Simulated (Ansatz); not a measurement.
Born–Oppenheimer molecular dynamics of AlH$_{5}$O (7 atoms, charge 0, multiplicity 1). It starts at the highest image of a converged band, a first-order saddle point between two minima.

The calculation used RKS PBE0-D4/def2-mTZVP in Ansatz 0.2.0.

```
ensemble                      : NVE (velocity Verlet)
time step                     : 0.5 fs
steps asked                   : 200
starting velocities drawn for : 300 K
seed                          : 8867
```

First frame:

```xyz
7
Properties=species:S:1:pos:R:3
Al 0.050 -0.230 -0.087
H -0.010 -0.091 1.696
H 1.421 0.340 -0.627
H -1.381 0.097 -0.686
O 0.169 -1.974 0.574
H -0.601 -2.549 0.501
H 0.023 -1.118 1.484
```

Task: How far do the bonds stretch over the last three quarters of this one trajectory? (Pairs bonded in most of those frames.)

Result: 
| bond | mean (Å) | spread (Å) | shortest | longest |
| --- | --- | --- | --- | --- |
| Al1–H2 | 1.595 | 0.034 | 1.54 | 1.65 |
| Al1–H3 | 1.609 | 0.069 | 1.50 | 1.72 |
| Al1–H4 | 1.608 | 0.014 | 1.58 | 1.64 |
| O5–H6 | 0.967 | 0.013 | 0.94 | 0.99 |
| O5–H7 | 0.971 | 0.022 | 0.93 | 1.01 |

Pairs bonded in part of these frames only: Al1–O5 25 %.

Mean temperature of the second half: 474 K. The conserved energy stayed within 0.19 meV per atom of its start (net change 0.046 meV per atom), so the integration is sound. The kinetic energy rose, since the run started high on the potential surface and went downhill. It ends in pieces (AlH3 + H2O), so much of that is their flight and rotation, not heat. A run of 0.1 ps of so small a system gives no equilibrium averages. The orbitals stay closed-shell, which can raise the energy where a bond breaks towards radicals; this wasn't checked here.

Time of the run: 6.7 min on 1 thread of Arm Neoverse N1 (shared host), peak memory 0.1 GiB.
